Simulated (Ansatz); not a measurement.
## An elementary step

Start structure (C2H7Si, doublet), relaxed at PBE0-D4/def2-TZVP:

| atom | x (Å) | y (Å) | z (Å) |
| --- | --- | --- | --- |
| H1 | -2.0867 | 2.0780 | 0.3223 |
| Si2 | 1.1014 | 0.7127 | -0.1300 |
| C3 | 0.1223 | -0.7524 | 0.4630 |
| C4 | -0.9217 | -1.2448 | -0.1980 |
| H5 | 0.5246 | 1.1941 | -1.4131 |
| H6 | 2.5284 | 0.3444 | -0.3392 |
| H7 | 1.0656 | 1.8145 | 0.8700 |
| H8 | 0.4122 | -1.2345 | 1.3957 |
| H9 | -1.2626 | -0.8100 | -1.1336 |
| H10 | -1.4834 | -2.1020 | 0.1629 |

The step: C₂H₆Si (C=C[SiH3]) + H → C₂H₇Si ([CH2][CH2][SiH3]); bonds formed: H1–C3. Ansatz 0.2.0; basis: def2-TZVPP and def2-QZVPP; cores frozen in the correlated methods; orbitals are unrestricted. Extrapolation: Hartree–Fock as exp(−7.88 √X), correlation as X^−2.97. Energies below are by CCSD(T) at an estimated basis limit (MP2 extrapolated from triple and quadruple zeta, plus CCSD(T) − MP2 in triple zeta).

(1) What are the electronic barrier and the energy of the step, from the start structure to the end structure? (Judge from chemistry; the value comes from the calculation.)

The T1 diagnostic stays at or below 0.032. ⟨S²⟩ of the unrestricted Hartree–Fock references: 0.75 to 0.92 (a pure state has 0.75). The unrestricted reference is spin-contaminated, which hurts MP2 most.

## Answers

(1) By the calculation: Barrier 11.1 kJ/mol; step energy -168.1 kJ/mol (downhill); reverse barrier, their difference, 179.2 kJ/mol. Barrier and step energy count from the start structure, the reverse barrier from the end structure.

The saddle point: One imaginary mode of 496i cm⁻¹.
| pair | start (Å) | saddle (Å) | end (Å) |
| --- | --- | --- | --- |
| H1–C3 | 3.59 | 2.16 | 1.09 |

Zero-point energy (harmonic, PBE0-D4): ZPE is 176.9 kJ/mol at the start and 178.0 kJ/mol at the saddle, so the barrier goes from 11.1 to 12.2 kJ/mol.

Labels in which every atom is bracketed show which atoms are joined, not bond orders.

For scale, one of the runs: CCSD(T)/def2-TZVPP, 202 basis functions, launched by `ansatz run in.yaml --threads 4 --pin off --events-out ev --progress --plain --max-ram 9574MiB`. The run took 2.4 min on 4 CPU threads of an Intel Xeon (shared host), with 6.3 GiB of host memory at its peak.
